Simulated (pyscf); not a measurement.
Structures and frequencies: ωB97X-D3(BJ)/def2-SVP in PySCF. Correlated levels are frozen-core, on RHF or UHF. ΔMP2 is the change of the MP2 total energy from the triple- to the quadruple-zeta basis.

Q: How much does it cost (ΔH, 298 K, CCSD(T)/def2-TZVPP + ΔMP2(QZVPP)) to split H₂C=CH–CH₂–F at its C–F bond into •H₂C–CH=CH₂ + F•?

A: C–F to •H₂C–CH=CH₂ + F•: 96.9 kcal/mol. The radicals are drawn with the spin at the cut bond; how far it spreads was not checked. Other isomers of •H₂C–CH=CH₂ were not searched in full and may lie lower. The CCSD(T) − MP2 part came from Ansatz, without density fitting, on the same reference. A UHF reference is spin-contaminated (<S²> up to 0.96), which harms MP2 most. Left out: the spin-orbit lowering of F.
